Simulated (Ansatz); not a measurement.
# Loss of C2H6: C3H7NO → HNCO + C2H6

Species: C3H7NO (propionamide) `CCC(N)=O`, singlet; HNCO (isocyanic acid) `N=C=O`, singlet; C2H6 `CC`, singlet. 

Shapes, held fixed at every level: PBE0-D4/def2-TZVP. Flexible molecules stand in one conformer, not always the lowest. Programs: Ansatz 0.2.0. The zero-point and thermal change to 298 K, harmonic and unscaled (PBE0-D4/def2-TZVP), is -12.9 kJ/mol.

Problem. Estimate ΔH(298 K) of this reaction.

Solution. The highest level, CCSD(T)/CBS estimate, gives ΔH(298 K) = +55.7 kJ/mol; the levels span +42.1 to +92.5. The column of differences is taken from that level and isn't an error. No measured value is set beside it here. The CBS estimate extrapolates MP2 from def2-TZVPP and def2-QZVPP and adds CCSD(T) − MP2 in the triple-zeta set, cores frozen.

```json
{"level": "HF/def2-SVP", "kind": "Hartree–Fock", "ΔH(298 K) (kJ/mol)": "+52.4", "less CCSD(T)/CBS estimate": "-3.3"}
{"level": "SPW92/def2-TZVPP", "kind": "LDA", "ΔH(298 K) (kJ/mol)": "+92.5", "less CCSD(T)/CBS estimate": "+36.8"}
{"level": "B3LYP-D4/def2-TZVPP", "kind": "global hybrid", "ΔH(298 K) (kJ/mol)": "+42.1", "less CCSD(T)/CBS estimate": "-13.6"}
{"level": "r2SCAN0-D4/def2-TZVPP", "kind": "global hybrid", "ΔH(298 K) (kJ/mol)": "+61.9", "less CCSD(T)/CBS estimate": "+6.2"}
{"level": "MP2/def2-SVP", "kind": "perturbation theory", "ΔH(298 K) (kJ/mol)": "+43.9", "less CCSD(T)/CBS estimate": "-11.8"}
{"level": "MP2/def2-TZVPP", "kind": "perturbation theory", "ΔH(298 K) (kJ/mol)": "+45.3", "less CCSD(T)/CBS estimate": "-10.4"}
{"level": "CCSD/def2-TZVPP", "kind": "coupled cluster or CI", "ΔH(298 K) (kJ/mol)": "+52.0", "less CCSD(T)/CBS estimate": "-3.7"}
{"level": "CCSD(T)/CBS estimate", "kind": "coupled cluster or CI", "ΔH(298 K) (kJ/mol)": "+55.7", "less CCSD(T)/CBS estimate": "0.0"}
```
